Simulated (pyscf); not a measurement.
`[CH]#[C][CH3]` + `[H][H]` → `[CH]1=[CH][CH2]1` + `[H][H]`, a multi-bond step (singlet surface; H–H, C–H broken, C–H, C–C, H–H formed). Single points on ωB97X-D3(BJ)/def2-SVP structures (PySCF, gas phase). Energies in kcal/mol from the separated reactants.

Small-basis levels: PySCF, no dispersion term, spherical d functions. AM1 to PM7: differences of heats of formation from MOPAC, which are fitted to 298 K values and so differ in kind from electronic energies by zero-point and thermal terms. GFN2-xTB: tblite. Cost: rough CPU time at the saddle relative to B3LYP/6-31G*, from one job on a shared machine.

```tsv
level	barrier	reaction energy	cost
HF/STO-3G	163.9	+27.8	0.04
SVWN5/6-31G*	65.9	+14.1	0.8
BP86/6-31G*	77.3	+18.3	1
PBE/6-31G*	76.3	+16.9	1
B3LYP/LANL2DZ	91.4	+31.0	0.7
B3LYP/6-31G*	88.8	+21.2	1
M06-2X/6-31G*	96.0	+18.2	2
PBE/def2-SVP	73.7	+16.6	1
GFN2-xTB	80.0	+21.9	under 0.02
AM1	118.1	+30.7	under 0.02
PM3	116.4	+27.8	under 0.02
PM6	?	+19.0	under 0.02
ωB97M-D3(BJ)/def2-TZVP	?	+22.0	–
```

What belongs in the gaps?


- PM6, barrier: 119.1
- ωB97M-D3(BJ)/def2-TZVP, barrier: 94.3

Against the last row the barrier runs from -28.4 (SVWN5/6-31G*) to +69.6 kcal/mol (HF/STO-3G). ωB97M-D3(BJ)/def2-TZVP has limits of its own. The same reactants have a lower exit, to H₂ + H₂C=C=CH₂ (barrier +49.4 kcal/mol at ωB97M-D3(BJ)/def2-TZVP, against +94.3 kcal/mol here). cyclic C₃H₄ (SMILES C1=CC1) lies 22.3 kcal/mol over its isomer H₂C=C=CH₂ (electronic energy, ωB97M-D3(BJ)/def2-TZVP). One saddle was located; it need not be the lowest between these sides. A restricted solution here is unstable towards spin polarisation, so biradical character is likely and single-reference numbers are less safe.
